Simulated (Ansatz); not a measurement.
Reaction: CH5Si (SMILES [CH2][SiH3], doublet) → CH5Si (SMILES C[SiH2], doublet)
Each species at its own B3LYP-D3(BJ)/def2-TZVP minimum (Ansatz, a quantum-chemistry and plane-wave program).

Quantity: isomerisation energy (electronic), in kcal/mol. UHF or UKS for unpaired electrons; spin-orbit terms are left out. CBS(X,Y): correlation extrapolated as X^-3, Hartree-Fock from the larger set. A bracket is a step between two methods taken in the basis named. The functionals are non-relativistic, so their misses hold any scalar relativity. Double hybrids freeze cores in their MP2 part. 'core' is core correlation in cc-pwCVTZ (1s frozen past Ne), 'X2C' scalar relativity in cc-pVTZ-DK, both at CCSD(T).

CCSD(T)/CBS(aug-cc-pV(T+d)Z,aug-cc-pV(Q+d)Z) + [CCSDT(Q) - CCSD(T)]/aug-cc-pV(D+d)Z + core + X2C (Ansatz) gives -11.1 kcal/mol.

Task: What does PBE/def2-TZVPD (Ansatz) give here, and how do the other levels compare?

Result: PBE gives -14.0 kcal/mol, 2.9 kcal/mol below it. Differences of the others: B3LYP/def2-TZVPD (Ansatz) 0.6; PBE0/def2-TZVPD (Ansatz) -1.6; wB97M-V/def2-TZVPD (Ansatz) 0.6; B2PLYP/def2-TZVPD (Ansatz) 0.2; CCSD(T)/CBS(cc-pV(T+d)Z,cc-pV(Q+d)Z) + core + X2C (Ansatz) -0.1 kcal/mol. Nearer than PBE: B3LYP/def2-TZVPD, PBE0/def2-TZVPD, wB97M-V/def2-TZVPD, B2PLYP/def2-TZVPD, CCSD(T)/CBS(cc-pV(T+d)Z,cc-pV(Q+d)Z) + core + X2C.
